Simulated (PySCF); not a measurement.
Molecule: `C=CCCN=C`, C$_{5}$H$_{9}$N.

Structure with atom numbers: `[CH2:1]=[CH:2][CH2:3][CH2:4][N:5]=[CH2:6]`; H(Xn) means a hydrogen on atom n. Ha(C1) is cis to C3; Ha(C6) is cis to C4; Hb(C1) is trans to C3; Hb(C6) is trans to C4.

Geometry GFN2-xTB throughout; GIAO in PySCF 2.14, gas phase, one conformer, non-relativistic; equivalent atoms averaged; functional PBE0.

Task: How do the absolute shieldings σ depend on the basis set? (a selection of nuclei; ppm; last column core-seconds on 1 thread of an x86-64 server CPU, shared host)

Result: 
```csv
basis set,functions,C2,C1,C3,Hb(C6),Ha(C6),Hb(C1),Ha(C1),H(C4),H(C3),core-s
STO-3G,39,124.1,132.6,202.8,25.42,26.10,27.79,27.88,29.84,30.71,2.4
ANO-RCC-VDZP,129,49.0,75.6,151.9,24.33,23.81,26.46,26.36,28.10,29.22,19
pcSseg-1,147,40.7,65.6,147.1,24.39,23.98,26.47,26.35,28.05,29.14,11
6-311G**,162,46.0,71.5,150.3,24.73,24.21,26.87,26.70,28.29,29.42,13
```

Task: Which nucleus among those listed moves most, in ppm?

Result: C2 (alkene CH): from 40.7 ppm with pcSseg-1 to 124.1 ppm with STO-3G. The smallest spread is 1.09 ppm, at Hb(C6). Proton shifts span only some 12 ppm, so a few tenths of a ppm matter as much there as several ppm in carbon.

Task: Taking the largest basis, 6-311G** (162 functions), as the yardstick, rank the others by their worst heavy-atom deviation.

Result: ANO-RCC-VDZP 4.1 ppm (129 functions), pcSseg-1 5.9 ppm (147 functions), STO-3G 78.0 ppm (39 functions).

A small basis that lands close on one nucleus may do so by chance; judge by the trend and by all nuclei.
